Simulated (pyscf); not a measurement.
Thermochemistry of product channels of H₃C–CH₂–OH on the singlet surface, in kcal/mol, from CCSD(T)/def2-TZVPP + ΔMP2(QZVPP) energies (ideal gas, 1 atm, RRHO with modes under 100 cm⁻¹ raised to 100, one conformer, R ln 2 for chiral ones without a mode under 150 cm⁻¹). Structures and frequencies: ωB97X-D3(BJ)/def2-SVP in PySCF. MP2 and CC: frozen core, UHF for open shells. ΔMP2 is the change of the MP2 total energy from the triple- to the quadruple-zeta basis.

```json
[
 {"products": "CH₄ + :HC–OH [singlet]", "ΔE": "(withheld)", "ΔH(298 K)": "+63.5", "ΔG(900 K)": "+34.2", "ΔG(1200 K)": "(withheld)"},
 {"products": "CH₄ + H₂C=O", "ΔE": "+16.0", "ΔH(298 K)": "+11.9", "ΔG(900 K)": "-15.9", "ΔG(1200 K)": "-24.7"}
]
```

Q: Fill in the missing entries.

A: 
- CH₄ + :HC–OH [singlet], ΔE: +67.4
- CH₄ + :HC–OH [singlet], ΔG(1200 K): +24.8

The channel to CH₄ + H₂C=O turns favourable between 298 and 1200 K (ΔG from +2.6 kcal/mol to -24.7 kcal/mol).

These are energies of the channels, which say nothing of barriers. The CCSD(T) − MP2 part came from Ansatz, without density fitting, on the same reference.
